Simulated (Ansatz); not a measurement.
Born–Oppenheimer molecular dynamics of BH4NO (7 atoms, charge 0, multiplicity 1). It starts from a relaxed structure.

Theory: RKS revPBE-D4/def2-SVP (Ansatz 0.2.0).

* ensemble: NVT, Nosé–Hoover chain
* time step: 0.5 fs
* steps asked: 166
* set temperature: 2000 K
* thermostat: time constant 100 fs, chain length 3
* seed: 24533

First frame:

```xyz
7
Properties=species:S:1:pos:R:3
B 0.034 -0.037 -0.120
H -0.128 0.537 0.949
N 1.297 0.019 -0.751
H 1.490 -0.437 -1.643
H 2.089 0.522 -0.357
O -0.987 -0.743 -0.736
H -1.802 -0.708 -0.209
```

**Question.** How far do the bonds stretch over the last three quarters of this one trajectory? (Pairs bonded in most of those frames.)

**Answer.** 
| bond | mean (Å) | spread (Å) | shortest | longest |
| --- | --- | --- | --- | --- |
| B1–H2 | 1.233 | 0.015 | 1.20 | 1.26 |
| B1–N3 | 1.449 | 0.081 | 1.31 | 1.59 |
| B1–O6 | 1.401 | 0.051 | 1.32 | 1.48 |
| N3–H4 | 1.030 | 0.038 | 0.97 | 1.09 |
| N3–H5 | 1.027 | 0.041 | 0.97 | 1.09 |
| O6–H7 | 0.977 | 0.020 | 0.93 | 1.02 |

Mean temperature of the second half: 1114 K. The conserved energy stayed within 0.9 meV per atom of its start (net change 0.45 meV per atom), so the integration is sound. The mean temperature of the second half is 44 % below the set value. A run of 0.083 ps of so small a system gives no equilibrium averages.

Time of the run: 4.9 min on 1 thread of Arm Neoverse N1, with other jobs on the host, peak memory 0.099 GiB.
